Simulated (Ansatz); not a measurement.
Born–Oppenheimer molecular dynamics of FH + N2 (4 atoms, charge 0, multiplicity 1). It goes on from the last frame of an earlier run, with new velocities.

Level of theory: UKS PBE-D4/def2-SVP (Ansatz).

| Quantity | Value |
| --- | --- |
| ensemble | NVT, Langevin thermostat |
| time step | 0.5 fs |
| steps asked | 250 |
| set temperature | 2000 K |
| friction | 0.02 /fs |
| seed | 816373 |

Frames 1 fs apart, positions in Å.

Velocities at 15.0 fs (Å/ps):

```
F 5.23 -6.20 -3.27
H 7.54 -15.78 -11.45
N 3.54 35.04 -4.50
N -21.01 -13.41 2.24
```

```xyz
4
Properties=species:S:1:pos:R:3 time_fs=15.0 energy_less_start_eV=-0.061 T=2839
F -0.168 -1.058 -2.202
H -0.390 -0.191 -2.027
N 0.197 0.507 2.135
N 0.108 1.094 1.202
4
Properties=species:S:1:pos:R:3 time_fs=16.0 energy_less_start_eV=0.024 T=2810
F -0.163 -1.066 -2.206
H -0.378 -0.203 -2.038
N 0.202 0.541 2.132
N 0.086 1.079 1.202
4
Properties=species:S:1:pos:R:3 time_fs=17.0 energy_less_start_eV=0.120 T=3195
F -0.157 -1.075 -2.209
H -0.359 -0.190 -2.032
N 0.207 0.576 2.130
N 0.064 1.066 1.198
4
Properties=species:S:1:pos:R:3 time_fs=18.0 energy_less_start_eV=0.184 T=2761
F -0.150 -1.082 -2.212
H -0.341 -0.172 -2.027
N 0.209 0.611 2.133
N 0.043 1.055 1.189
4
Properties=species:S:1:pos:R:3 time_fs=19.0 energy_less_start_eV=0.140 T=2874
F -0.142 -1.089 -2.216
H -0.321 -0.160 -2.023
N 0.214 0.641 2.140
N 0.021 1.044 1.176
4
Properties=species:S:1:pos:R:3 time_fs=20.0 energy_less_start_eV=-0.005 T=2906
F -0.135 -1.091 -2.220
H -0.294 -0.166 -2.019
N 0.222 0.669 2.154
N -0.001 1.034 1.158
4
Properties=species:S:1:pos:R:3 time_fs=21.0 energy_less_start_eV=-0.082 T=2970
F -0.127 -1.093 -2.224
H -0.267 -0.185 -2.015
N 0.232 0.695 2.170
N -0.024 1.026 1.140
4
Properties=species:S:1:pos:R:3 time_fs=22.0 energy_less_start_eV=-0.034 T=2464
F -0.118 -1.094 -2.226
H -0.240 -0.206 -2.001
N 0.243 0.718 2.184
N -0.046 1.017 1.125
4
Properties=species:S:1:pos:R:3 time_fs=23.0 energy_less_start_eV=0.085 T=2377
F -0.111 -1.098 -2.227
H -0.205 -0.221 -1.990
N 0.253 0.741 2.194
N -0.068 1.006 1.111
4
Properties=species:S:1:pos:R:3 time_fs=24.0 energy_less_start_eV=0.186 T=1826
F -0.107 -1.101 -2.230
H -0.165 -0.233 -1.973
N 0.265 0.762 2.198
N -0.089 0.994 1.102
4
Properties=species:S:1:pos:R:3 time_fs=25.0 energy_less_start_eV=0.235 T=1868
F -0.105 -1.103 -2.231
H -0.123 -0.233 -1.943
N 0.277 0.782 2.201
N -0.108 0.981 1.100
4
Properties=species:S:1:pos:R:3 time_fs=26.0 energy_less_start_eV=0.192 T=1793
F -0.101 -1.106 -2.234
H -0.083 -0.223 -1.904
N 0.285 0.801 2.199
N -0.124 0.965 1.107
```

Of the whole run (125 fs, mean temperature of the second half 1745 K): The mean temperature of the second half is 13 % below the set value. A run of 0.12 ps of so small a system gives no equilibrium averages.

Time of the run: 2.2 min on 1 thread of Intel(R) Xeon(R) 6975P-C (Granite Rapids), on a shared host, peak memory 0.12 GiB.
